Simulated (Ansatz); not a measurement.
Input file:

```yaml
crystal:
  periodic: [false, false, false]
  atoms:
    - {symbol: F, position_ang: [0.000000, 0.000000, 0.000000]}
    - {symbol: Ga, position_ang: [0.000000, 0.000000, 1.763700]}
basis:
  gaussian: {orbitals: cc-pVTZ}
total_charge: 1
magnetization: {spin_polarized: false, initial_magnetization: 1}
correlation: {method: bccd_t, electrons: outside_noble_gas}
```

```sh
$ ansatz run in.yaml --threads 1 --pin off --events-out ev --progress --plain --max-ram 2393MiB
```

Log:

```
475 factors; integrals over basis functions are off by at most 1.4e-3 eV
mean field evaluation 1: about -55023.7695 eV, gradient 8.0e1 eV
mean field evaluation 2: about -55023.8170 eV, gradient 8.0e1 eV
mean field evaluation 4: about -55033.7638 eV, gradient 1.5e1 eV
mean field evaluation 8: about -55034.3797 eV, gradient 8.5e-1 eV
mean field evaluation 16: about -55015.2343 eV, gradient 1.0e2 eV
mean field evaluation 32: about -55026.4751 eV, gradient 4.3e1 eV
mean field evaluation 64: about -55028.7098 eV, gradient 2.3e-2 eV
mean field -55034.38436919 eV, -2022.4763219221 hartree, gradient 5.8e-6 eV, S^2 0.750000; 1 other end points of the search recorded, 0 dependent functions left out
mean field evaluation 96: about -55034.4123 eV, gradient 1.2e0 eV
mean field evaluation 128: about -55026.6843 eV, gradient 1.6e0 eV
determinant -55034.38436919 eV, -2022.4763219221 hartree, with singles and doubles -55042.22505044 eV, -2022.7644616435 hartree
determinant -55031.84167877 eV, -2022.3828797727 hartree, with singles and doubles -55038.91148803 eV, -2022.6426904711 hartree
15 core orbitals not correlated, not the lowest: weight in the atoms' cores, before any rotation towards them, 0.932 or more for the frozen orbitals, at most 0.065 for the correlated occupied ones
reference -55034.38436919 eV, -2022.4763219221 hartree; 5, 4 occupied and 53, 54 virtual orbitals, 475 factors
second order -7.90919209 eV of doubles, -0.01683149 eV of singles
cycle   1  -7.79161994 eV  change   -8.8e-1 eV  update   3.0e-2
cycle   2  -7.83607127 eV  change   -4.4e-2 eV  update   1.0e-2
cycle   3  -7.83502414 eV  change    1.0e-3 eV  update   4.5e-3
cycle   4  -7.83508562 eV  change   -6.1e-5 eV  update   2.4e-3
cycle   5  -7.83392969 eV  change    1.2e-3 eV  update   1.5e-3
cycle   6  -7.83508277 eV  change   -1.2e-3 eV  update   6.7e-4
cycle   7  -7.83499819 eV  change    8.5e-5 eV  update   3.1e-4
cycle   8  -7.83519328 eV  change   -2.0e-4 eV  update   1.1e-4
cycle   9  -7.83517619 eV  change    1.7e-5 eV  update   4.5e-5
cycle  10  -7.83516638 eV  change    9.8e-6 eV  update   1.6e-5
cycle  11  -7.83517363 eV  change   -7.3e-6 eV  update   6.3e-6
perturbative correction -0.31434432 eV, -0.0115519407 hartree
Total energy: -55042.53388714 eV, -2022.7758111829 hartree
```

Ran on 1 thread of Arm Neoverse V1, shared host: 6 s wall, 0.24 GiB peak host memory.
